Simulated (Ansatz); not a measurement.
A calculation on trigonal Se returned lattice constant a 4.067 Å, lattice parameter c 5.129 Å, equilibrium volume per atom 24.49 Å³/atom.

For reference: lattice constant a 4.365 Å (measured, 293 K, not corrected to a static lattice; as tabulated in Wikipedia's data pages); lattice parameter c 4.958 Å (measured, 293 K, not corrected to a static lattice; as tabulated in Wikipedia's data pages).

Problem. Which level of theory produced these numbers?
A) PBE-D3(BJ) (Ansatz (a quantum-chemistry and plane-wave program))
B) r²SCAN-D4 (Ansatz)
C) PBEsol (Ansatz)
D) r²SCAN+rVV10 (Ansatz)

Solution. A, PBE-D3(BJ) (Ansatz)

The others give: r²SCAN-D4 4.356 Å, 5.017 Å, 27.48 Å³/atom; r²SCAN+rVV10 4.295 Å, 5.038 Å, 26.82 Å³/atom; PBEsol 4.038 Å, 5.121 Å, 24.11 Å³/atom.

Unless a cell is named, each level is at its own relaxed cell (PBE-D3(BJ) 24.49, PBEsol 24.11, r²SCAN-D4 27.48, r²SCAN+rVV10 26.82 Å³/atom).

Caveats: the cell comes from a level without a dispersion term, which matters for the spacing of layers, chains or molecules (PBEsol). Ansatz's density-functional and Hartree–Fock values are scalar-relativistic unless marked +SOC, with PAW data made under PBE.
